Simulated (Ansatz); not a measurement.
## A ladder of methods for SiH2F2 (SMILES F[SiH2]F)

SiH2F2 has 5 atoms, charge 0, and is taken as a singlet. As SMILES, `F[SiH2]F`. The shape is that of a PBE0-D4/def2-TZVP optimisation.

```xyz
5

F    -1.0790    0.5382    0.9807
Si   -0.0052   -0.0005   -0.0541
F     1.2476   -0.5206    0.7669
H    -0.5905   -1.1387   -0.7863
H     0.4271    1.1217   -0.9073
```

Quantity: the energy change with the F1–Si2 bond stretched from 1.586 to 3.171 Å, in eV. The values are calculated.

```json
{"level": "HF/STO-3G (restricted)", "kind": "Hartree–Fock", "program": "Ansatz", "value (eV)": "9.36", "less FCI/STO-3G": "+5.21"}
{"level": "r2SCAN/STO-3G (restricted)", "kind": "meta-GGA", "program": "Ansatz", "value (eV)": "6.24", "less FCI/STO-3G": "+2.09"}
{"level": "B3LYP/STO-3G (restricted)", "kind": "global hybrid", "program": "Ansatz", "value (eV)": "6.56", "less FCI/STO-3G": "+2.41"}
{"level": "wB97X/STO-3G (restricted)", "kind": "range-separated hybrid", "program": "Ansatz", "value (eV)": "7.37", "less FCI/STO-3G": "+3.22"}
{"level": "B2PLYP/STO-3G (restricted)", "kind": "double hybrid", "program": "Ansatz", "value (eV)": "6.09", "less FCI/STO-3G": "+1.94"}
{"level": "MP2/STO-3G (restricted)", "kind": "perturbation theory", "program": "Ansatz", "value (eV)": "5.87", "less FCI/STO-3G": "+1.72"}
{"level": "CCSD(T)/STO-3G (restricted)", "kind": "coupled cluster or CI", "program": "Ansatz", "value (eV)": "4.06", "less FCI/STO-3G": "-0.09"}
{"level": "CCSDT/STO-3G (restricted)", "kind": "coupled cluster or CI", "program": "Ansatz", "value (eV)": "4.16", "less FCI/STO-3G": "+0.01"}
{"level": "FCI/STO-3G", "kind": "exact in the basis", "program": "Ansatz", "value (eV)": "4.15", "less FCI/STO-3G": "0.00"}
```

FCI/STO-3G is exact within its basis and frozen core, so for wave-function methods in that basis the difference is their error; functionals converge differently with the basis, so for them it is only a difference. Spin-restricted single references rise too steeply as a bond breaks, Hartree–Fock most of all. Perturbation and coupled-cluster corrections on them can overshoot downwards. The first shape isn't each level's own minimum. The values span 4.06 to 9.36 eV. All rows use very small basis sets, so even the best lies far from the true value.
